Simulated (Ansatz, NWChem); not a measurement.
**The same job for NWChem**

Ansatz 0.2.0 runs this on C2H8Si (dimethylsilane):

in.yaml:
```yaml
crystal:
  periodic: [false, false, false]
  atoms:
    - symbol: C
      position_ang: [-0.926435, 0.425019, -1.335867]
    - symbol: Si
      position_ang: [-0.185435, -1.195381, -0.762267]
    - symbol: C
      position_ang: [1.470365, -0.934481, 0.071033]
    - symbol: H
      position_ang: [-1.892035, 0.264719, -1.820767]
    - symbol: H
      position_ang: [-0.267935, 0.922419, -2.052467]
    - symbol: H
      position_ang: [-1.204900, 1.644900, 0.182100]
    - symbol: H
      position_ang: [-0.016135, -2.106381, -1.930767]
    - symbol: H
      position_ang: [-1.121335, -1.861481, 0.188633]
    - symbol: H
      position_ang: [2.181965, -0.466981, -0.614267]
    - symbol: H
      position_ang: [1.896365, -1.884181, 0.402733]
    - symbol: H
      position_ang: [1.368565, -0.286981, 0.945633]
basis:
  gaussian:
    orbitals: def2-SVP
hamiltonian:
  xc: {name: CAM-B3LYP}
accuracy: high
output: {orbitals: {seedname: orbitals}}
```

```bash
$ ansatz run in.yaml --threads 1 --pin off --max-ram 3480MiB --events-out events.jsonl --progress --plain --runs-dir runs
```

The C1–H6 distance was set to 1.967 Å, away from the relaxed value.

It gives a total energy of -370.200843 Eh.

Translate the job to NWChem 7.3.0 as an ASE script.

This input was run:

run.py:
```python
from ase import Atoms
from ase.calculators.nwchem import NWChem

system = Atoms(['C', 'Si', 'C', 'H', 'H', 'H', 'H', 'H', 'H', 'H', 'H'], positions=[
    [-0.926435, 0.425019, -1.335867],
    [-0.185435, -1.195381, -0.762267],
    [1.470365, -0.934481, 0.071033],
    [-1.892035, 0.264719, -1.820767],
    [-0.267935, 0.922419, -2.052467],
    [-1.204900, 1.644900, 0.182100],
    [-0.016135, -2.106381, -1.930767],
    [-1.121335, -1.861481, 0.188633],
    [2.181965, -0.466981, -0.614267],
    [1.896365, -1.884181, 0.402733],
    [1.368565, -0.286981, 0.945633],
])

calc = NWChem(
    label='struct',
    theory='dft',
    memory='2200 mb',
    basis='def2-SVP',
    basispar='spherical bse',
    dft={'xc': 'xcamb88 1.00 lyp 0.81 vwn_5 0.19 hfexch 1.00', 'cam': '0.33 cam_alpha 0.19 cam_beta 0.46', 'mult': '1', 'grid': 'xfine', 'convergence': 'energy 1e-08', 'direct': None, 'iterations': '100', 'mulliken': None},
    task='energy',
)
system.calc = calc

print(f"energy = {system.get_potential_energy():.6f} eV")
print("dipole (e A):", system.get_dipole_moment().round(4))
```

```bash
$ export ASE_NWCHEM_COMMAND="nwchem PREFIX.nwi > PREFIX.nwo"
$ python run.py
```

Its energy is -370.200843 Eh, 0.000 mEh from the first.
